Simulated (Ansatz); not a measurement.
Ansatz (an electronic-structure program) input (HF/3-21G): The .json file is the Basis Set Exchange's 3-21G.

Ansatz 0.2 input:
```yaml
crystal:
  periodic: [false, false, false]
  atoms:
    - {symbol: C, position_ang: [-0.03274580, 1.41496769, -0.00722216]}
    - {symbol: C, position_ang: [1.19433347, 0.68644352, -0.00472029]}
    - {symbol: C, position_ang: [1.20617201, -0.74054061, 0.00258450]}
    - {symbol: C, position_ang: [0.03274580, -1.41496769, 0.00722216]}
    - {symbol: C, position_ang: [-1.19433347, -0.68644352, 0.00472029]}
    - {symbol: C, position_ang: [-1.20617201, 0.74054061, -0.00258450]}
    - {symbol: H, position_ang: [-0.00589994, 2.48474199, -0.01273429]}
    - {symbol: H, position_ang: [2.12366567, 1.22057749, -0.00839323]}
    - {symbol: H, position_ang: [2.14406332, -1.25583193, 0.00428376]}
    - {symbol: H, position_ang: [0.00589994, -2.48474199, 0.01273429]}
    - {symbol: H, position_ang: [-2.12366567, -1.22057749, 0.00839323]}
    - {symbol: H, position_ang: [-2.14406332, 1.25583193, -0.00428376]}
basis:
  gaussian:
    orbitals: 3-21G.json
hamiltonian:
  xc: {name: HF}
total_charge: 1
magnetization: {spin_polarized: true, initial_magnetization: 1}
phonons: {temperatures: {t_min: 298.15, t_max: 298.15, t_step: 100}}
```

Question: Which harmonic wavenumbers does it give?

Answer: -1448, 335, 398, 572, 667, 778, 843, 941, 981, 1008, 1020, 1118, 1119, 1126, 1191, 1200, 1336, 1349, 1449, 1463, 1541, 1583, 1679, 1804, 3379, 3383, 3394, 3399, 3409, 3414 cm⁻¹ (unscaled; negative means imaginary).
